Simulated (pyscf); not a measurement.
Structures and frequencies: ωB97X-D3(BJ)/def2-SVP in PySCF.

Problem. What is the homolytic dissociation enthalpy (298 K, ωB97M-D3(BJ)/def2-TZVP) of the F–Ge bond of HO–Ge(OH)(OH)–F, to HO–Ge•(OH)–OH + F•?

Solution. F–Ge to HO–Ge•(OH)–OH + F•: 5.59 eV. The 7 functionals that were run give +5.44 (B3LYP-D3(BJ)) to +5.80 eV (M06-2X). Other isomers of HO–Ge•(OH)–OH were not searched in full and may lie lower. Left out: the spin-orbit lowering of F. Elements up to Kr have no core potential and no relativistic terms here.
